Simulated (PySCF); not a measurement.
# C2H4P: the cost of one run

Programs: PySCF 2.14.0, with routines of our own; each step states its level. All values are computed. Atoms count from 0.

## 1. The starting structure

7 atoms, charge -1, multiplicity 1; geometry from: GFN2-xTB.

## 2. Magnetic properties: GIAO wB97X-D/aug-pcSseg-1

Job settings and geometry (Å):

```
{"job": {"kind": "mag", "xc": "wB97X-D", "basis": "aug-pcSseg-1", "isotopologues": 4}, "charge": -1, "multiplicity": 1}
C     -0.841130     0.353271    -0.116570
C      0.048916    -0.614556     0.152168
P      1.739269    -0.488029     0.617087
H     -0.578677     1.398896    -0.067492
H     -1.862245     0.122000    -0.394700
H     -0.276696    -1.652776     0.085744
H      1.773897     0.886099     0.596277
```

Method: GIAO wB97X-D/aug-pcSseg-1 magnetisability, rotational g tensor and spin-rotation constants, non-relativistic, gas phase.

Run with:

```console
> OMP_NUM_THREADS=1 python excited_run.py task.json out
```

This one command runs all jobs of the session in turn.

**Question.** How long does this first job take on 1 thread of Arm Neoverse V2, shared host, and how much memory does it need?

About 8.7 s, with a peak of 0.47 GiB.
